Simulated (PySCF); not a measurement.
`O=S=O`, O2S

Molfile (atoms numbered from 1):
```
O2S
     RDKit          3D

  3  2  0  0  0  0  0  0  0  0999 V2000
   -1.2235    0.3116    0.0176 O   0  0  0  0  0  0  0  0  0  0  0  0
   -0.0092   -0.4889    0.0087 S   0  0  0  0  0  4  0  0  0  0  0  0
    1.2753    0.1929    0.0210 O   0  0  0  0  0  0  0  0  0  0  0  0
  1  2  2  0
  2  3  2  0
M  END
```

Computed, not measured: GIAO B3LYP/6-31++G** magnetisability, rotational g tensor and spin-rotation constants, non-relativistic, gas phase in PySCF 2.14.0. Geometry: PBE0-D3(BJ)/def2-SVP.

Q: How diamagnetic is it, and how anisotropic?

A: Isotropic -296 × 10⁻³⁰ J/T², or -17.9 × 10⁻⁶ cm³/mol; principal values -405, -278, -207 × 10⁻³⁰ J/T², anisotropy 174 × 10⁻³⁰ J/T² (root of half the summed squared differences of the principal values). The susceptibility is in cgs units.

Q: Split it along the inertial axes a, b, c into diamagnetic and paramagnetic parts about the centre of mass, with the quadrupole moment.

A: 
| axis | χ (10⁻⁶ cm³/mol) | diamagnetic (10⁻⁶ cm³/mol) | paramagnetic (10⁻⁶ cm³/mol) | summed x² of all electrons (Å²) | quadrupole Θ (D Å) |
| --- | --- | --- | --- | --- | --- |
| a | -12.4 | -57.7 | 45.2 | 30.8 | -5.72 |
| b | -16.7 | -149.3 | 132.6 | 9.2 | +1.30 |
| c | -24.4 | -169.9 | 145.5 | 4.4 | +4.41 |

Anisotropies 2χaa − χbb − χcc = +16.2 and 2χbb − χaa − χcc = +3.4 × 10⁻⁶ cm³/mol. Θ is traceless in Buckingham's convention.

Q: And the rotational g tensor?

A: 
| axis | rotational constant (GHz) | g | nuclear part | electronic part |
| --- | --- | --- | --- | --- |
| a | 57.3847 | -0.7157 | 0.5039 | -1.2196 |
| b | 10.0970 | -0.1253 | 0.5038 | -0.6290 |
| c | 8.5862 | -0.0830 | 0.5038 | -0.5868 |

Asymmetric top; isotopes 16O, 32S; no vibrational averaging.
